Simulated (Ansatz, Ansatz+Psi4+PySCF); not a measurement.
Two shapes of singlet HClO.

Shape 1:

```xyz
3

O     0.0367    1.1135    0.0000
H    -0.9175    1.3289    0.0000
Cl    0.0367   -0.6022    0.0000
```

Shape 2:

```xyz
3

O     0.0367    1.0969    0.0000
H    -0.9175    1.3122    0.0000
Cl    0.0367   -0.5688    0.0000
```

Basis set: cc-pVTZ on H, O; cc-pV(T+d)Z on Cl (spherical functions). Frozen core: 6 orbitals. Charge 0, multiplicity 1.

Computed with Ansatz (development build ahead of 0.2.0) and Psi4 1.11; each method stands on the lowest determinant of its kind that the runs found.

Which shape is lower in energy, and by how much in each method?

```csv
method,E(2) − E(1) (eV)
RHF,-0.056
RHF-MP2,-0.002
RHF-CCSD(T),0.013
```

The methods disagree on the order.
